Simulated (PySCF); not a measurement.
Gas-phase reaction: 2 SiCl3 + SiO + O2 ⇌ 3 SiOCl2

Computed with PySCF and rigid-rotor harmonic-oscillator thermochemistry at 1 bar. † marks an energy on the PBE0/def2-TZVP geometry and frequencies; other levels use their own. CCSD(T) freezes the core. 6-31G* has spherical d functions here. Open shells (unrestricted): SiCl3 (multiplicity 2), O2 (multiplicity 3); the rest are closed-shell singlets. B3LYP is the form with VWN-RPA correlation. SiOCl2: computed as isolated molecules; such fragments, hydroxides, amides, oligomers or adducts are transient or little studied in the gas. CCSD(T) isn't extrapolated to the basis-set limit; its ΔH°(298 K) is -508.2 kJ in def2-SVP and -615.1 kJ in def2-TZVPP. The harmonic model lacks anharmonicity and excited electronic states, which grow with temperature; levels with a mode under 35 cm⁻¹ are left out. Warning, large T1 diagnostic: SiO (CCSD(T)/def2-SVP†).

```csv
level,"ΔE electronic, kJ","ΔH°(298 K), kJ","ΔS°(298 K), J/K","ΔG°(1600 K), kJ"
B3LYP/def2-TZVP†,-584,-576,-152,-336
BLYP/def2-TZVP†,-578,-571,-152,-330
CCSD(T)/def2-SVP†,-516,-508,-152,-268
HF/6-31G*,-380,-372,-153,-129
HF/def2-TZVP†,-445,-437,-152,-197
M06-2X/def2-TZVP†,-593,-586,-152,-346
PBE/def2-TZVP†,-577,-570,-152,-330
PBE0/def2-TZVP,-570,-562,-152,-322
ωB97M-V/def2-TZVP†,-616,-609,-152,-368
ωB97X-V/def2-TZVP†,-597,-589,-152,-349
```
ΔH° is lowest at ωB97M-V/def2-TZVP† and highest at HF/6-31G*. No reference value is set beside these.
